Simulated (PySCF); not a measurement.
1-chloro-1-fluoroethane, C2H4ClF, SMILES C[C@@H](F)Cl, point group C1.

Force field and properties: PBE0/pcSseg-1 (PySCF, grid level 2). Vibrational terms come from second-order perturbation theory with semi-diagonal cubic constants, by steps of ±0.6 along the normal coordinates of each isotopologue. The parent has the commonest isotopes.

Equilibrium geometry (Å):

```json
{"atom": "C1", "x": "-0.7971", "y": "0.0420", "z": "-0.1047"}
{"atom": "C2", "x": "0.6705", "y": "-0.1351", "z": "0.1445"}
{"atom": "F3", "x": "1.1873", "y": "-1.0311", "z": "-0.7426"}
{"atom": "Cl4", "x": "1.5565", "y": "1.4161", "z": "-0.0421"}
{"atom": "H5", "x": "-0.9613", "y": "0.4136", "z": "-1.1203"}
{"atom": "H6", "x": "-1.2957", "y": "-0.9274", "z": "0.0044"}
{"atom": "H7", "x": "-1.2281", "y": "0.7480", "z": "0.6100"}
{"atom": "H8", "x": "0.9041", "y": "-0.4885", "z": "1.1524"}
```

Task: Give the equilibrium and ground-state rotational constants (MHz) of parent; ²H at 8; ²H at 5; ²H at 5, ²H at 6, ²H at 7, ²H at 8.

Result: 
```csv
species,Ae,Be,Ce,A0,B0,C0,Δ0 (u Å²),harmonic ZPE (cm⁻¹)
parent,9104.4,4622.7,3319,9037.5,4595.8,3296,-12.552,12995
²H at 8,8758.1,4521.5,3313.4,8693.2,4494.7,3290,-16.965,12217
²H at 5,8632.8,4513.1,3257.1,8572.5,4487,3234.9,-15.359,12291
"²H at 5, ²H at 6, ²H at 7, ²H at 8",7629.9,4194.3,3034.2,7578.6,4169.2,3013.7,-20.208,10091
```

Δ0 = Ic − Ia − Ib from the ground-state constants.

Task: How is the parent's vibrational correction B0 − Be made up?

Result: 
```
axis  harmonic  Coriolis  cubic  total (MHz)
   a      19.5     -6.44    -80        -66.9
   b      8.11     -2.13  -32.9        -26.9
   c      2.29    -0.873  -24.5        -23.1
```

Task: And its quartic centrifugal distortion constants from the harmonic force field?

Result: Asymmetric top, A reduction, Ir representation: ΔJ = 1.47 kHz, ΔJK = 3.37 kHz, ΔK = 4.43 kHz, δJ = 0.422 kHz, δK = 3.96 kHz.

Internal rotors are held in one well.
